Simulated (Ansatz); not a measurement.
Calculated with Ansatz (gas phase, PBE0-D4/def2-TZVP geometries, no zero-point term in ΔE). CCSD(T)/CBS is the MP2 limit (def2-TZVPP, def2-QZVPP) plus CCSD(T) − MP2 in def2-TZVPP, frozen cores. This one scheme is used for every species. Functionals use def2-TZVPP. One conformer a species, not always the lowest.

`C[SiH2]C` + NH₃ → `C[SiH2]N` + CH₄  (ligand exchange at the Si–C bond)

```
        level  ΔE (kJ/mol)
    r2SCAN-D4        -51.9
   r2SCAN0-D4        -52.6
      ωB97X-V        -52.0
          PBE        -46.9
      r2SCANh        -52.4
      r2SCAN0        -52.9
        BHLYP        -58.6
CCSD/def2-SVP        -51.1
```

Task: What does CCSD(T)/CBS give? (An estimate is asked.)

Result: The calculation gave: -51.5 kJ/mol. The listed levels differ from it by -0.4, -1.1, -0.5, 4.6, -0.9, -1.4, -7.1, 0.4 kJ/mol.

Largest T1 diagnostic among the species: 0.009.

Leaving LDA and LC-ωPBE aside and taking each functional with its dispersion term where it has one, the values, not all of them listed here, spread over 12.0 kJ/mol, from BHLYP-D4 to revPBE-D4. In def2-TZVPP, CCSD(T) changes the Hartree–Fock value by +10.9 kJ/mol (the triples alone add +1.2 kJ/mol) and MP2 by +8.7 kJ/mol. From BLYP to BHLYP (50 % exact exchange), in def2-TZVPP and without D4, ΔE moves by −4.4 kJ/mol.
